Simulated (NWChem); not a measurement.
C$_{2}$H$_{3}$F; SMILES C=CF

Computed with NWChem. Structure relaxed at the PBE0/def2-SVP level. Level: M06-2X/def2-SVP with COSMO at NWChem's default radii, gas-phase geometry; the question gives the dielectric constant.

### Question
What does the run give for dielectric constant 78.4? Quantities: electrostatic solvation energy (kcal/mol); dipole in solution (D).

### Answer
| Property | Result |
|---|---|
| electrostatic solvation energy (kcal/mol) | -2.2 |
| dipole in solution (D) | 1.61 |
